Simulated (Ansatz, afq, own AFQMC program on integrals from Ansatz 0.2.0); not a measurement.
# CH3Si⁺, triplet in cc-pVTZ, levels against AFQMC with the constraint released

```xyz
5

Si   -0.0027    0.0000    0.4927
C     0.0237    0.0000   -1.3968
H     0.6305   -1.2164    1.0698
H     0.6307    1.2163    1.0698
H    -1.4681    0.0001    0.7752
```

Connectivity, by distances: SiH3–C.

Basis cc-pVTZ. Only valence electrons are correlated. Ansatz 0.2.0 and our own AFQMC program on the same integrals; the CISD trial comes from CCSD amplitudes, and released means the phaseless constraint is let go. ± is one standard error of the sampling.

Determinant: ROHF, the one that the program's search chose, which needn't be the lowest solution. The geometry is a PBE0/def2-TZVP stationary point of this or a neighbouring charge and spin state.

No full CI on the walks' own integrals is used here. The released AFQMC energy serves as the reference, which it does only where one determinant dominates, the energy is flat over the last release times and near the phaseless one (40 meV or 2 meV an electron, half that with transition metals). On small molecules, where full CI could be run and the noise was under 10 meV, such values lay within 10 meV of it in 19 cases of 20, a flattering rate, since the rule was set on those same cases; what remains of the bias isn't in the error bar.

Cautions: lower spins were not checked; the ph-AFQMC/HF walk drifts between its halves (2.9 errors); the released value is read at 2.40 1/Eh (meV from the phaseless value at times in 1/Eh: -13 ± 6 at 0.24, -22 ± 5 at 0.51, -33 ± 5 at 0.99, -56 ± 12 at 1.62, -36 ± 7 at 2.40).

- T1 diagnostic: 0.0362
- weight of the determinant in the CISD state: 0.865
- size of the correlated space: 10 electrons in 100 orbitals

```json
{"level": "MP2", "correlation energy (eV)": "-5.0335"}
{"level": "CCSD", "correlation energy (eV)": "-6.2172"}
{"level": "CCSD(T)", "correlation energy (eV)": "-6.4261"}
```

Estimate where phaseless AFQMC with a CISD trial lies against CCSD(T) on the same integrals.

2.9 ± 0.4 kJ/mol below CCSD(T).

Reference: AFQMC with the constraint released, correlation energy -6.492 ± 0.007 eV.

```
        level  E − E(reference) (kJ/mol)  share of correlation (%)
      CCSD(T)                  6.3 ± 0.6                     98.99
  ph-AFQMC/HF                 -3.1 ± 2.5                    100.50
ph-AFQMC/CISD                  3.5 ± 0.8                     99.45
```

A walk keeps the symmetry of its determinant, which the program's search chose and which needn't be the lowest solution, so a lower state of the same spin and another symmetry isn't excluded. Released energies are given only where the last usable release times agree within the noise; a slower fall can still hide under it.
